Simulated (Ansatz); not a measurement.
**C4H6 (1,2-butadiene): the vertical energy of the triplet above the singlet from total energies**

C4H6: 10 atoms, total charge 0, spin state singlet. As SMILES, `C=C=CC`. The shape is that of a PBE0-D4/def2-TZVP optimisation.

Both states at this one shape; open shells run unrestricted unless said. 1 Eh = 27.2114 eV.

```tsv
level	program	singlet C4H6 (Eh)	triplet C4H6 (Eh)
BHLYP/cc-pVDZ	Ansatz	-155.875416	-155.706176
wB97X/cc-pVDZ	Ansatz	-155.931485	-155.754929
```

Question: Work out the vertical gap, second state less first, at each level.

Answer: 
1. BHLYP/cc-pVDZ: -155.706176 − (-155.875416) = 0.169240 Eh = 4.61 eV.
2. wB97X/cc-pVDZ: -155.754929 − (-155.931485) = 0.176556 Eh = 4.80 eV.

No measured value is set beside it here; the levels span 4.61 to 4.80 eV.
